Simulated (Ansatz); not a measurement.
Input file for C4H7F, SMILES `C/C=C(\C)F`:

```yaml
crystal:
  periodic: [false, false, false]
  atoms:
    - {symbol: C, position_ang: [-1.645552, 0.031187, 0.276116]}
    - {symbol: C, position_ang: [-0.333751, 0.349839, 0.904864]}
    - {symbol: C, position_ang: [0.860082, 0.193063, 0.354446]}
    - {symbol: C, position_ang: [1.251052, -0.316785, -0.979066]}
    - {symbol: F, position_ang: [1.948186, 0.539932, 1.081524]}
    - {symbol: H, position_ang: [-2.278449, 0.922254, 0.219657]}
    - {symbol: H, position_ang: [-1.541588, -0.365792, -0.733936]}
    - {symbol: H, position_ang: [-2.193733, -0.707498, 0.869048]}
    - {symbol: H, position_ang: [-0.346828, 0.750703, 1.914345]}
    - {symbol: H, position_ang: [1.810716, 0.447594, -1.525483]}
    - {symbol: H, position_ang: [0.383036, -0.602605, -1.569820]}
    - {symbol: H, position_ang: [1.904630, -1.187095, -0.872397]}
basis:
  gaussian: {orbitals: def2-TZVPP}
correlation: {method: ccsd_t}
```

```sh
$ ansatz run in.yaml --threads 4 --pin off --events-out ev --progress --plain --max-ram 10444MiB
```

The program prints (abridged):

```
Functional definition: HF
1506 factors; integrals over basis functions are off by at most 9.2e-4 eV
mean field evaluation 1: about -6937.1329 eV, gradient 3.6e1 eV
mean field evaluation 2: about -6937.3621 eV, gradient 3.6e1 eV
mean field evaluation 4: about -6940.7514 eV, gradient 4.0e0 eV
mean field evaluation 8: about -6940.8086 eV, gradient 2.6e-1 eV
mean field -6940.80911429 eV, -255.0700303007 hartree, gradient 1.3e-6 eV, S^2 0.000000; 0 other end points of the search recorded, 0 dependent functions left out
5 core orbitals not correlated: weight in the atoms' cores, before any rotation towards them, 1.000 or more for the frozen orbitals, at most 0.000 for the correlated occupied ones
reference -6940.80911429 eV, -255.0700303007 hartree; 15, 15 occupied and 233, 233 virtual orbitals, 1506 factors
second order -25.05192896 eV of doubles, -0.00000000 eV of singles
cycle   1  -25.42730753 eV  change   -3.8e-1 eV  update   1.0e-1
cycle   2  -25.99150705 eV  change   -5.6e-1 eV  update   3.1e-2
cycle   3  -26.12552874 eV  change   -1.3e-1 eV  update   1.5e-2
cycle   4  -26.11984858 eV  change    5.7e-3 eV  update   3.7e-3
cycle   5  -26.11869818 eV  change    1.2e-3 eV  update   1.5e-3
cycle   6  -26.11952802 eV  change   -8.3e-4 eV  update   3.8e-4
cycle   7  -26.11941526 eV  change    1.1e-4 eV  update   1.3e-4
cycle   8  -26.11937276 eV  change    4.3e-5 eV  update   3.3e-5
cycle   9  -26.11937827 eV  change   -5.5e-6 eV  update   1.3e-5
perturbative correction -1.01702897 eV, -0.0373751253 hartree
Total energy: -6967.94552153 eV, -256.0672748731 hartree
```

Hardware: 4 threads of an Arm Neoverse V2 on a shared host. Wall time 2.8 min, peak host memory 6 GiB.

MP2 recovers 92.3 % of the CCSD(T) correlation energy and the triples give 3.7 %; T1 = 0.0108.
